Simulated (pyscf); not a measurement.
Structures and frequencies: ωB97X-D3(BJ)/def2-SVP in PySCF. MP2 and CC: frozen core, UHF for open shells. ΔMP2 is the change of the MP2 total energy from the triple- to the quadruple-zeta basis.

### Question
How much does it cost (ΔH, 298 K, CCSD(T)/def2-TZVPP + ΔMP2(QZVPP)) to split O=CH–CH=O (SMILES O=CC=O) at its C–C bond into •HC=O + •HC=O?

### Answer
C–C to •HC=O + •HC=O: 70.3 kcal/mol. The radicals are drawn with the spin at the cut bond; how far it spreads was not checked. The CCSD(T) − MP2 part came from Ansatz, without density fitting, on the same reference.
